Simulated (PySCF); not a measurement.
One elementary step

Start structure (CH8SSi, closed shell), relaxed at PBE0-D4/def2-TZVP:

```
11
angstrom
Si -1.2004 0.1320 0.0086
C -0.2740 -1.4571 0.3313
H -0.9725 0.6131 -1.3822
H -2.6655 -0.0556 0.1923
H -0.7593 1.2086 0.9394
H 1.9575 1.8364 0.5813
S 2.5589 1.3062 -0.4945
H -0.4324 -1.7964 1.3574
H 0.7964 -1.3052 0.1770
H -0.6129 -2.2461 -0.3441
H 1.6003 1.7592 -1.3168
```

The step: CH₆Si ([CH3][SiH3]) + H₂S → SiH₄S ([SiH3][SH]) + CH₄; bonds formed: Si1–S7, C2–H6; bonds broken: Si1–C2, H6–S7. PySCF 2.14 with density fitting (its default auxiliary sets; JK sets also for MP2 and CCSD(T)); basis: def2-TZVPP and def2-QZVPP; cores frozen in the correlated methods. Extrapolation: Hartree–Fock as exp(−7.88 √X), correlation as X^−2.97. Energies below are by CCSD(T) at an estimated basis limit (MP2 extrapolated from triple and quadruple zeta, plus CCSD(T) − MP2 in triple zeta).

Question: What are the electronic barrier and the energy of the step, from the start structure to the end structure? (To be estimated.)

Answer: The calculation gives: Barrier 56.51 kcal/mol; step energy -13.93 kcal/mol (downhill); reverse barrier, their difference, 70.43 kcal/mol. Barrier and step energy count from the start structure, the reverse barrier from the end structure.

The saddle point: One imaginary mode of 991i cm⁻¹.
| pair | start (Å) | saddle (Å) | end (Å) |
| --- | --- | --- | --- |
| Si1–S7 | 3.97 | 2.54 | 2.14 |
| C2–H6 | 3.99 | 1.30 | 1.09 |
| Si1–C2 | 1.87 | 2.15 | 4.26 |
| H6–S7 | 1.34 | 1.80 | 3.17 |

Zero-point energy (harmonic, PBE0-D4): ZPE is 48.45 kcal/mol at the start and 48.27 kcal/mol at the saddle, so the barrier goes from 56.51 to 56.32 kcal/mol.

No T1 diagnostic of these runs exceeds 0.012.

Labels in which every atom is bracketed show which atoms are joined, not bond orders.

For scale, one of the runs: CCSD(T)/def2-TZVPP, 227 basis functions, launched by `OMP_NUM_THREADS=4 python run.py`. The run took 9.1 min on 4 CPU threads of an Arm Neoverse V2 (shared host), with 3.2 GiB of host memory at its peak.
